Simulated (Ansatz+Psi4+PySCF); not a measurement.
**triplet O₂: levels of theory in one basis**

```yaml
atoms:
  - { symbol: O, position_ang: [0.1987, 0.0327, 0.5895] }
  - { symbol: O, position_ang: [-0.1987, -0.0327, -0.5895] }
```

Basis set: cc-pVTZ (spherical functions). Left uncorrelated: 2 orbitals. Correlation on ROHF uses semicanonical orbitals with singles. Charge 0, multiplicity 3.

Computed with Ansatz (development build ahead of 0.2.0); the reference of a correlated method needn't be the lowest determinant of its kind.

| method | E − E(ROHF) (eV) | <S²> of the determinant |
| --- | --- | --- |
| ROHF | 0.00 | 2.00 |
| UHF | -0.56 | 2.04 |
| ROHF-MP2 | -12.20 | – |
| UHF-MP2 | -12.51 | 2.04 |
| ROHF-CCSD | -12.54 | – |
| UHF-CCSD | -12.58 | 2.05 |
| ROHF-CCSD(T) | -13.08 | – |
| UHF-CCSD(T) | -13.10 | 2.05 |

Caution for ROHF, UHF, ROHF-MP2, UHF-MP2, ROHF-CCSD, ROHF-CCSD(T): the determinant breaks the point group. Caution for ROHF-MP2, ROHF-CCSD, ROHF-CCSD(T): large amplitudes, a single reference is doubtful. Caution for ROHF-MP2, UHF-MP2: another reference gives a lower total. Caution for UHF-CCSD, UHF-CCSD(T): the determinant is a saddle point.
